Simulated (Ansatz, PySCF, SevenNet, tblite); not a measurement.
**Cohesive energy of zinc-blende AlP: levels of theory against measurement**

Reference value: 4.32 eV/atom (measured, static lattice: zero-point vibration energy added, sources range from 4.20 to 4.32; as tabulated in Mejia-Rodriguez and Trickey (2018), arXiv:1807.09216).

```json
[
 {"level (code)": "GFN2-xTB (tblite)", "value (eV/atom)": "5.05", "cell (Å³/atom)": "21.05"},
 {"level (code)": "SevenNet-0 (SevenNet)", "value (eV/atom)": "3.82", "cell (Å³/atom)": "20.84"},
 {"level (code)": "LDA (Ansatz)", "value (eV/atom)": "4.81", "cell (Å³/atom)": "20.05"},
 {"level (code)": "PBE (PySCF)", "value (eV/atom)": "4.04 ± 0.05", "cell (Å³/atom)": "20.90"},
 {"level (code)": "PBE0 (Ansatz)", "value (eV/atom)": "[?]", "cell (Å³/atom)": "20.49"},
 {"level (code)": "Hartree–Fock (PySCF)", "value (eV/atom)": "[?]", "cell (Å³/atom)": "20.98"},
 {"level (code)": "MP2 (PySCF)", "value (eV/atom)": "4.60 ± 0.1", "cell (Å³/atom)": "19.83"}
]
```

Problem. What belongs in the gaps?

Solution. 
- PBE0 (Ansatz, a program for electronic structure), value (eV/atom): 4.11
- Hartree–Fock (PySCF), value (eV/atom): 2.74 ± 0.09

Errors against the reference: GFN2-xTB +0.73 eV/atom, SevenNet-0 -0.50 eV/atom, LDA +0.49 eV/atom, PBE -0.28 eV/atom, PBE0 -0.21 eV/atom, Hartree–Fock -1.58 eV/atom, MP2 +0.28 eV/atom.

Leaving aside GFN2-xTB, SevenNet-0, which can be fitted to such values or carry a doubt: Nearest, and too close to rank with a margin of 0.12 eV/atom (twice that across the reference) picked here for doubts on the reference and the settings: PBE0 (-0.21 eV/atom), MP2 (+0.28 eV/atom), PBE (-0.28 eV/atom). Farthest off: Hartree–Fock (-1.58 eV/atom). Every level misses the reference by more than 0.2 eV/atom.

A ± on a computed value is a rough bar: the spread of its extrapolation, a floor set from checks against published values, or a statistical error. GFN2-xTB: the free atoms are run in the same model without spin. GFN2-xTB: the method was fitted mainly to molecules. GFN2-xTB: the run uses a supercell at the zone centre in place of a k mesh. SevenNet-0: free atoms can lie outside what these potentials were trained on. Each level is taken at its own relaxed cell. Cutoffs and k meshes differ between the levels. Ansatz's density-functional and Hartree–Fock values are scalar-relativistic unless marked +SOC, with PAW data made under PBE.

Machine-learned potentials (SevenNet-0) are trained on DFT data, which may include these solids.

Differences are worked out from the printed values.
